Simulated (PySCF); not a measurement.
NO, SMILES [N]=O (connectivity only; charge and spin as stated), charge +1, multiplicity 1.

The structure is a stationary point at PBE-D3(BJ)/def2-TZVPD.

The numbers are results of PySCF with PBE-D3(BJ)/def2-TZVPD, not measurements.

Harmonic, unscaled wavenumbers; measured fundamentals usually lie a few per cent lower.

Computed normal modes with their intensities:
| mode | ν (cm⁻¹) | IR (km/mol) | moving atoms (share of kinetic energy) |
|---|---|---|---|
| 1 | 2362 | 22.5 | N 53 %, O 47 % |
